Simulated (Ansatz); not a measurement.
System: hcp Tc. Method: LDA (Ansatz, a first-principles code, PAW).

Settings: plane-wave cutoff 520 eV, 30×30×16 k mesh (along the axes of the cell as run), Fermi–Dirac smearing 0.055 eV (set by the program), no spin polarisation, scalar-relativistic PAW data made under PBE.

Computed at the level's own relaxed cell.

```
CELL_PARAMETERS angstrom
      2.70962     0.00000     0.00000
     -1.35481     2.34660     0.00000
      0.00000     0.00000     4.33222
ATOMIC_POSITIONS crystal
  Tc 0.66667 0.33333 0.75000
  Tc 0.33333 0.66667 0.25000
```

Task: Give the elastic tensor (Voigt notation, GPa, ions relaxed, in the Cartesian axes of the cell as printed).

Result: 
```
  555.8   251.9   215.6     0.0     0.0     0.0
  251.9   555.8   215.6     0.0     0.0     0.0
  215.6   215.6   606.8     0.0     0.0     0.0
    0.0     0.0     0.0   154.5     0.0     0.0
    0.0     0.0     0.0     0.0   154.5     0.0
    0.0     0.0     0.0     0.0     0.0   151.9
```

The computed numbers hold no vibrational or temperature effects.
